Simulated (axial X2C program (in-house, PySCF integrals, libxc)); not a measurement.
Photoelectron levels of Mg₂ by EOM-IP-CCSD

Calculated with an in-house all-electron X2C program for linear molecules (integrals from PySCF): two-component X2C with atomic mean-field Coulomb and Gaunt terms, Gaussian nuclei, basis Mg dyall-cv3z with contracted cores.

R = 4.152 Å (1.150 times 3.610 Å, the PBE0 minimum at charge 0 for the lowest determinant).

Vertical ionisation energies of Mg₂ to the states of Mg₂⁺:

| Ω of Mg₂⁺ | vertical IE (eV) | above lowest (cm⁻¹) | ionised spinor | one-hole weight |
| --- | --- | --- | --- | --- |
| 1/2 | 6.800 | 0 | 90% Mg sσ | 0.94 |
| 1/2 | 7.791 | 7987 | 96% Mg sσ | 0.88 |

This point took 0.94 s on 1 thread of Arm Neoverse V2, on a shared host.

Reference electrons by ω block (each with its −ω partner): 1/2: 10, 3/2: 2. 4 electrons of Mg₂ correlated (inner shells frozen), 94 natural virtual spinors (a truncated set); levels can be off by some tenths of an eV. Roots sought by Ω: (1/2: 4, 3/2: 3, 5/2: 1); the list ends where they run out and leaves out roots under 60 % one-particle weight. The solver can skip a root, and states that need a further excitation, which the method places far too high, are missing though they may lie low or lowest. T1 of the reference 0.014 (Lee–Taylor). Number of frozen shells: Mg 2 s, 1 p. g and u states are not told apart.
